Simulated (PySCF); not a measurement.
# Molecular orbitals of HF⁺

PBE0 at R = 1.011 Å; PySCF, no relativity, basis sets H def2-TZVP, F def2-TZVP. State: ²Π (doublet), unpaired electrons π ↑. Only the outer orbitals are listed, counted within each symmetry.

```csv
spin,orbital,occ.,ε (eV),on H (%),main shells (%)
α,2σ,1,-49.50,4,94 F s
α,3σ,1,-29.91,15,"81 F p, 14 H s"
α,1π,1,-29.73,0,100 F p
α,1π,1,-27.01,1,99 F p
α,4σ,0,-9.57,103,102 H s
α,5σ,0,0.00,91,92 H s
α,2π,0,3.29,1,99 F p
β,2σ,1,-46.77,6,92 F s
β,3σ,1,-29.02,16,"79 F p, 15 H s"
β,1π,1,-26.08,1,99 F p
β,1π,0,-19.84,1,99 F p
β,4σ,0,-9.33,103,102 H s
β,5σ,0,0.15,91,92 H s
```

Problem. Which are the highest filled and the lowest empty level, where do they sit, and how wide is the gap?

Solution. Highest filled β 1π at -26.08 eV (in %: 99 F p); lowest empty β 1π at -19.84 eV (in %: 99 F p); the gap at PBE0 is 6.24 eV. Both belong to one degenerate shell, split only by its one-sided filling, so this is no excitation gap.

* bond order (Mayer): 0.68
* ⟨S²⟩: 0.752
* charge on H (Mulliken, basis-dependent): 0.58
* charge on H (Löwdin, basis-dependent): 0.39
* dipole moment (positive dipole points towards F; it is taken about the centre of mass and depends on that origin): -2.63 D
* polarisability along the bond: 3.7 bohr³
* polarisability across the bond: 1.8 bohr³

Shares are Mulliken populations and can fall outside 0 to 100 %.

The state was picked by a PBE0 search and need not be the measured ground state.
